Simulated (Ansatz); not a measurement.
# NO+ (singlet): from Hartree-Fock to the top rungs, 6-31G

An exercise on one series of results from a longer session: the logs are not shown, and one member is left open.

Program: Ansatz 0.2.0, Gaussian basis. Level of theory: 6-31G, core rule «outside noble gas», up to 2 orbitals frozen. These are calculated values, not measurements.

To be run: UHF; CCSD(T) on RHF; BCCD(T) on RHF; CISD; CCSDT(Q) on RHF; CISDTQ; CCSDTQ on RHF; CASSCF and MRCISD+Q, 10 electrons in 8 orbitals; CASSCF and NEVPT4(SD), 10 electrons in 8 orbitals; CASSCF and NEVPT2, 10 electrons in 8 orbitals; Full CI.

7 further runs of the same task are left out: 3 that didn't finish, 4 set aside as unsound or not needed.

### The geometry

The geometry is a PBE0/def2-TZVP stationary point (not a proven minimum).

2 atoms, charge 1, spin multiplicity 1.

Atoms are counted from 1 here; the program's logs count them from 0.

Bond lengths: N1–O2 1.054 Å.

As a file:

```xyz
2

N     0.0000    0.0000    0.0000
O     0.0000    0.0000    1.0537
```

The first run:

Input file in.yaml:

```yaml
crystal:
  periodic: [false, false, false]
  atoms:
    - {symbol: N, position_ang: [0.000000, 0.000000, 0.000000]}
    - {symbol: O, position_ang: [0.000000, 0.000000, 1.053700]}
basis:
  gaussian: {orbitals: 6-31G}
total_charge: 1
magnetization: {spin_polarized: true, initial_magnetization: 0}
hamiltonian: {xc: hf}
output: {orbitals: {seedname: orbitals}}
```

On the command line:

```sh
> ansatz run in.yaml --threads 1 --pin off --events-out ev --progress --plain --max-ram 2393MiB
```

Steps of the session up to this table: UHF; CCSD(T) on RHF; BCCD(T) on RHF; CISD; CCSDT(Q) on RHF; CISDTQ; CCSDTQ on RHF; CASSCF and MRCISD+Q, 10 electrons in 8 orbitals; CASSCF and NEVPT4(SD), 10 electrons in 8 orbitals; CASSCF and NEVPT2, 10 electrons in 8 orbitals; Full CI.

One of the session's tables, all rows but one given; the rest of the session is left out.

| method | from FCI (meV) |
| --- | --- |
| RHF | +7015.8 |
| RMP2 | -202.8 |
| CISD | +749.6 |
| RCCSD | +305.8 |
| RCCSD(T) | +56.7 |
| BCCD(T) | +54.0 |
| RCCSDT | +51.5 |
| CISDTQ | +49.1 |
| RCCSDT(Q) | -2.0 |
| RCCSDTQ | +7.4 |
| CASSCF valence | +1861.8 |
| NEVPT2 valence | +425.2 |
| NEVPT4(SD) valence | ? |
| MRCISD valence | +53.0 |
| MRCISD+Q valence | +14.5 |
| FCI | 0 |

Q: Estimate the row for NEVPT4(SD) valence from the others.

As computed: from FCI (meV): +45.2. In the column «from FCI (meV)» it lies between MRCISD+Q valence (+14.5) and CISDTQ (+49.1).

To keep in mind: RMP2 falls below full CI, which methods that aren't variational can do.
